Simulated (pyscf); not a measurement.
Thermochemistry of product channels of H₂N–SiH₂–NH₂ (SMILES N[SiH2]N) + OH• (SMILES [OH]) on the doublet surface, in kcal/mol, from CCSD(T)/def2-TZVPP + ΔMP2(QZVPP) energies (ideal gas, 1 atm, RRHO with modes under 100 cm⁻¹ raised to 100, one conformer, R ln 2 for chiral ones without a mode under 150 cm⁻¹). PySCF, gas phase, ωB97X-D3(BJ)/def2-SVP geometries. MP2 and CC: frozen core, UHF for open shells. ΔMP2 is the change of the MP2 total energy from the triple- to the quadruple-zeta basis.

| products | ΔE | ΔH(298 K) | ΔG(298 K) | ΔG(900 K) |
|---|---|---|---|---|
| H₂N–SiH•–NH₂ (SMILES N[SiH]N) + H₂O (SMILES O) | -26.6 | -24.4 | -26.0 | -29.1 |
| H₂N–SiH(NH₂)–OH (SMILES N[SiH](N)O) + H• (SMILES [H]) | -39.0 | -40.1 | -37.6 | -33.7 |

These are energies of the channels, which say nothing of barriers. The CCSD(T) − MP2 part came from Ansatz, without density fitting, on the same reference. Left out: orbital degeneracy and the spin-orbit lowering of OH.
